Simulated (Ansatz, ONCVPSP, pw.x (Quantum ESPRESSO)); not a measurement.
# Equation-of-state test of one ONCV potential (platinum)

platinum, optimised norm-conserving Vanderbilt (ONCV), made with ONCVPSP 4.0.1.1 (patched build) (PBE, scalar-relativistic). Core [Kr] 4d10 4f14, reference 5s2 5p6 5d9 6s1. Waves: 5s+6s: rc 1.35 bohr, ncon 4, nbas 7, qcut 9.1 1/bohr, 3 projectors, debl 2.8 Ha; 5p: rc 1.80 bohr, ncon 4, nbas 9, qcut 8.5 1/bohr, 1 projector; 5d: rc 1.95 bohr, ncon 4, nbas 8, qcut 7 1/bohr, 2 projectors, debl 1 Ha; f scattering state at 0.05 Ha: rc 2.00 bohr, ncon 4, nbas 7, qcut 5.8 1/bohr, 2 projectors, debl 3.3 Ha. Local part: polynomial inside 1.25 bohr (lpopt 5, dvloc0 2 Ha). Core correction: Teter function fitted to the true core (icmod 2), fcfact 0.55.

Crystal test: fcc Pt in pw.x 7.5, no spin, 14³ k-points, Fermi–Dirac smearing 0.01 Ry, cutoffs 85/340 Ry. The reference is all-electron LAPW (Ansatz 0.2.0) with the same functional, mesh and smearing; V0 and B0 come from Birch–Murnaghan fits to the pressures at five volumes. Errors are pseudo minus all-electron; Δ is the rms difference of the E(V) curves that follow from these fits, minima aligned, over ±6 % about the mean V0. Mesh and smearing are coarse, so the numbers serve the comparison and aren't converged zero-temperature values; the lattice is a test structure that the element need not adopt.

```
V (Å³/atom)  P all-electron (GPa)  P pseudo (GPa)
     14.858                 15.18            9.90
     15.249                  7.27            2.35
     15.640                  0.53           -4.11
     16.031                 -5.20           -9.56
     16.422                -10.06          -14.14
```

All-electron: a0 = 3.973 Å (V0 = 15.67 Å³/atom), B0 = 245.3 GPa.

Pseudopotential: mean pressure error (GPa): -4.66; a0 (Å): 3.948; a0 error (%): -0.62; B0 error (%): +5.7; Δ (meV/atom): 16.0. This is a poor potential for the solid.

Question: At the middle volume, how do free energy and pressure move when the wave cutoff is lowered (ecutrho kept at four times it)?

Answer:

```csv
cutoff (Ry),shift of F (meV/atom),shift of P (GPa)
38,+4920.3,-167.79
51,+746.9,-41.56
68,+27.3,-2.99
```

The run at the middle volume (104 k-points, 11 iterations) took about 38 s on one core of a shared host (AMD EPYC 7R43 64-Core Processor, 256 threads, 1004 GiB, load 114).
